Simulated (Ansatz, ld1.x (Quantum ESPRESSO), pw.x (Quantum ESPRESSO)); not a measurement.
# pw.x on fcc Cl: one setting changed

Potential: norm-conserving RRKJ (Kleinman–Bylander form), ld1.x (Quantum ESPRESSO) 7.5, LDA (PW92); core [Ne], reference 3s2 3p5; waves: 3s (bound): rc 1.35 bohr; 3p (bound): rc 1.82 bohr; 3d channel at 0.05 Ry: rc 1.55 bohr; local part: all-electron potential smoothed inside 1.50 bohr (lloc = -1); core correction: none; rho0 0.005.

The reference run (k-mesh 14³, cutoffs 110/440 Ry, Fermi–Dirac 0.01 Ry, mixing_beta 0.4, conv_thr 1e-9, no spin) gives -0.17 GPa at 18.303 Å³/atom, where all-electron LAPW gives -0.04 GPa. This run, with its own iteration cap, changes k-mesh points per axis to 2.

```
&control
  calculation='scf', prefix='x', pseudo_dir='./', outdir='./tmp', tstress=.true., disk_io='none'
/
&system
  ibrav=0, nat=1, ntyp=1, ecutwfc=110, ecutrho=440, nbnd=11,
  occupations='smearing', smearing='fd', degauss=0.01
/
&electrons
  conv_thr=1e-09, mixing_beta=0.4, electron_maxstep=60
/
ATOMIC_SPECIES
Cl 1.0 Cl.UPF
CELL_PARAMETERS angstrom
  0.00000000 2.09169052 2.09169052
  2.09169052 0.00000000 2.09169052
  2.09169052 2.09169052 0.00000000
ATOMIC_POSITIONS crystal
Cl 0.0000 0.0000 0.0000
K_POINTS automatic
2 2 2 0 0 0
```

```bash
pw.x < Cl.scf.in > Cl.scf.out
```

Problem. How does the run end?

Solution. It converges in 7 iterations; the free energy moves by +1.02 eV/atom and the pressure by +22.89 GPa.

```
Message from routine setup:
     using ibrav=0 with symmetry is DISCOURAGED, use correct ibrav instead
     lattice parameter (alat)  =       5.5900  a.u.
     unit-cell volume          =     123.5148 (a.u.)^3
     number of electrons       =         7.00
     number of Kohn-Sham states=           11
     kinetic-energy cutoff     =     110.0000  Ry
     charge density cutoff     =     440.0000  Ry
     scf convergence threshold =      1.0E-09
     Exchange-correlation= PW
     number of k points=     3  Fermi-Dirac smearing, width (Ry)=  0.0100
     iteration #  1     ecut=   110.00 Ry     beta= 0.40
     total energy              =     -29.84943469 Ry
     estimated scf accuracy    <       0.00315289 Ry
     iteration #  2     ecut=   110.00 Ry     beta= 0.40
     total energy              =     -29.84938592 Ry
     estimated scf accuracy    <       0.00055147 Ry
     iteration #  3     ecut=   110.00 Ry     beta= 0.40
     total energy              =     -29.84946639 Ry
     estimated scf accuracy    <       0.00001692 Ry
     iteration #  4     ecut=   110.00 Ry     beta= 0.40
     total energy              =     -29.84946703 Ry
     estimated scf accuracy    <       0.00000015 Ry
     iteration #  5     ecut=   110.00 Ry     beta= 0.40
     total energy              =     -29.84946704 Ry
     estimated scf accuracy    <          7.0E-09 Ry
     iteration #  6     ecut=   110.00 Ry     beta= 0.40
     total energy              =     -29.84946705 Ry
     estimated scf accuracy    <          1.9E-09 Ry
     iteration #  7     ecut=   110.00 Ry     beta= 0.40
     the Fermi energy is     5.9156 ev
!    total energy              =     -29.84946705 Ry
     estimated scf accuracy    <          2.0E-12 Ry
     smearing contrib. (-TS)   =      -0.00861712 Ry
     The total energy is F=E-TS. E is the sum of the following terms:
     one-electron contribution =       1.22487043 Ry
     hartree contribution      =       3.05526060 Ry
     xc contribution           =      -5.70281379 Ry
     ewald contribution        =     -28.41816717 Ry
     convergence has been achieved in   7 iterations
          total   stress  (Ry/bohr**3)                   (kbar)     P=      227.21
     Message from routine punch:
     Nothing written, as per user request (disk_io='none')
```

The run took about 1 s on one core of a shared host (Neoverse-V2, 96 threads, 742 GiB, load 40).
